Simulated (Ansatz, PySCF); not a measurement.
This PySCF input computes a PBE/def2-TZVPD energy:

```python
from pyscf import gto, scf, dft

mol = gto.M(
    atom='''
    O     1.06982681   -0.18778777    0.05497058
    N    -0.00660330    0.46114076    0.01021508
    O    -1.06404892   -0.21571040   -0.06390877
    ''',
    basis='def2-tzvpd',
    charge=-1,
    spin=0,
    verbose=4,
)

mf = dft.RKS(mol, xc='pbe').density_fit(auxbasis='def2-universal-jkfit')
mf.grids.level = 3
mf.conv_tol = 1e-9
mf.max_cycle = 100
mf.max_memory = 1500
mf.kernel()
if not mf.converged:
    mf = mf.newton()
    mf.kernel(mf.make_rdm1())
mf.analyze()
```

Problem. Write an input for the same energy in Ansatz (an electronic-structure program) and say what it gives.

Solution. 
Ansatz 0.2 input:
```yaml
crystal:
  periodic: [false, false, false]
  atoms:
    - {symbol: O, position_ang: [1.06982681, -0.18778777, 0.05497058]}
    - {symbol: N, position_ang: [-0.00660330, 0.46114076, 0.01021508]}
    - {symbol: O, position_ang: [-1.06404892, -0.21571040, -0.06390877]}
basis:
  gaussian:
    orbitals: def2-TZVPD
hamiltonian:
  xc: {name: PBE}
total_charge: -1
output: {forces: true}
```
It gives -205.05501 Eh, and PySCF -205.05506 Eh, a difference of 0.05 mEh, from the treatment of integrals and grids.
